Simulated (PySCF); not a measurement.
C₄H₄S.
Structure used (PBE0-D3(BJ)/def2-TZVP), in Å, numbered top down from 1:
```xyz
9
C4H4S angstrom
C     -0.606   -0.379    0.684
C      0.726   -0.630    0.272
C      1.118    0.185   -0.749
S     -0.130    1.252   -1.208
C     -1.194    0.620   -0.035
H     -1.106   -0.914    1.480
H      1.367   -1.382    0.712
H      2.071    0.212   -1.255
H     -2.193    1.016    0.065
```

Linear response at PBE0/aug-cc-pVTZ (PySCF, frozen core in the response, non-relativistic). Isolated species at its PBE0-D3(BJ)/def2-TZVP geometry, gas phase.

Static isotropic polarisability: 63.30 au (9.38 Å³), principal values 43.7, 70.1, 76.1 au.

What is the polarisability at 1064 nm and at the sodium D line?

64.01 au at 1064 nm (+1.1 %), 65.75 au at 589.3 nm (+3.9 %). The rise at 589.3 nm is 3.42 times that at 1064 nm; a pure ω² law gives 3.26. The lowest singlet lies at 213 nm, shorter than both wavelengths.

What is the isotropic C6 coefficient between two such molecules, C6 = (3/π)∫α(iω)² dω?

1491 au (Eh·bohr⁶) by a ten-point quadrature over imaginary frequencies, which is 891 eV·Å⁶ or 86 J·nm⁶/mol.

Which effective excitation energy ω̄ makes London's formula C6 = (3/4)α²ω̄ exact here?

ω̄ = 4·C6/(3α²) = 0.496 Eh = 13.5 eV. A one-pole form α(ω) = α/(1 − ω²/ω̄²) fitted to the 1064 nm value gives 11.0 eV.

How many electrons N does the Slater–Kirkwood formula C6 = (3/4)·√N·α^(3/2) need to give this C6?

N = (4·C6/3)²/α³ = 15.6; the species has 44 electrons in all.

The lowest 10 singlets have (eV, f): 5.82, 0.079; 5.91, 0.080; 5.94, 0.000; 6.08, 0.013; 6.33, 0.000; 6.34, 0.000; 6.61, 0.014; 6.62, 0.000; 6.95, 0.028; 6.99, 0.000. What share of the static polarisability do they carry in the sum over states α = Σ f/ω²?

4.38 au, 6.9 % of α; the largest term, 1.73 au, is that of the state at 5.82 eV. Their oscillator strengths add up to 0.22. Higher states carry the rest.

What n − 1 at the D line would an ideal gas of it have at 273.15 K and 1 atm (2.6868 × 10¹⁹ cm⁻³), by n − 1 = 2π·N·α′?

16.45 × 10⁻⁴, a formal value whether or not that pressure can be reached.

Time: 55 s wall, 2.1 min CPU (grids of density and orbitals included); peak memory 1.3 GiB. Hardware: 2 threads, AMD EPYC (x86_64) (shared host). This is the whole response run at PBE0/aug-cc-pVTZ, SCF included.
